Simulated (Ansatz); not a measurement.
**Reading a saddle point**

A first-order saddle point of BH₅F₂, closed shell, PBE0-D4/def2-TZVP, with one imaginary mode of 1099i cm⁻¹:

```
8
angstrom
B -0.5588 0.1600 -0.6262
H 0.2491 -0.8569 -0.5928
H -0.4067 0.6106 -1.7208
H -1.6380 -0.1943 -0.2565
H 0.6008 0.4910 1.0717
F 0.0035 1.1642 0.4043
H 0.6558 -0.8451 0.3671
F 1.0943 -0.5292 1.3534
```

Program: Ansatz 0.2.0. Basis: def2-TZVPP and def2-QZVPP. Cores are frozen in the correlated methods. Extrapolation: Hartree–Fock as exp(−7.88 √X), correlation as X^−2.97.

Which contacts change along the imaginary mode, and what lies on either side? (A judgement: the text doesn't fix the answer.)

By the calculation: The step is BH₃ + HF + HF → BH₂F ([BH2][F]) + HF + H₂, with the molecules in contact on both sides. Shortening one way: B1–F6, H2–H7, H5–F8; lengthening the same way: B1–H2, H5–F6, H7–F8.
```
 pair  one side (Å)  saddle (Å)  other side (Å)
B1–F6          1.74        1.54            1.33
H2–H7          1.52        1.04            0.75
H5–F8          1.54        1.17            0.93
B1–H2          1.23        1.30            2.64
H5–F6          0.96        1.12            1.87
H7–F8          0.95        1.12            2.78
```

Which side is lower, and how far does the saddle lie above each? (Judge from chemistry; the value comes from the calculation.)

By the calculation: The side with B1–F6, H2–H7, H5–F8 short is lower by 23.08 kcal/mol; the saddle lies 31.75 kcal/mol above it and 8.67 kcal/mol above the other (CCSD(T) at an estimated basis limit (MP2 extrapolated from triple and quadruple zeta, plus CCSD(T) − MP2 in triple zeta); electronic energies).

T1 diagnostic: at most 0.012.

Labels in which every atom is bracketed show which atoms are joined, not bond orders.

For scale, one of the runs: CCSD(T)/def2-TZVPP, 163 basis functions (an equivalent command: `ansatz run in.yaml --threads 2`). The run took 16 s on 2 CPU threads (shared host), with 1.5 GiB of host memory at its peak.
